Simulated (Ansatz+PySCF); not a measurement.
A calculation with PySCF 2.14.0.

```python
from pyscf import gto, scf, cc

mol = gto.M(atom="""
Al 0.000000 0.000000 0.000000
N 0.000000 0.000000 2.400000
""", basis='sto-3g', charge=-1, spin=1)
mf = scf.UHF(mol)
mf.kernel()
mycc = cc.CCSD(mf, frozen=6).run()
et = mycc.ccsd_t()
print(mf.e_tot, mycc.e_corr, et, mycc.e_tot + et)
```

The script is written out from the run's settings.

Results

* Converged: yes
* Reference energy: -292.12204 hartree
* CCSD correlation energy: -0.17467 hartree
* Triples correction: -0.05505 hartree
* Total energy: -292.35176 hartree
* Spin squared of the determinant: 0.882

This is not the lowest solution: another run reaches a determinant 5.26 eV lower. Caution: large share of triples, a single reference is doubtful; no diffuse functions for an anion; the unrestricted determinant is spin contaminated; another reference gives a lower total.
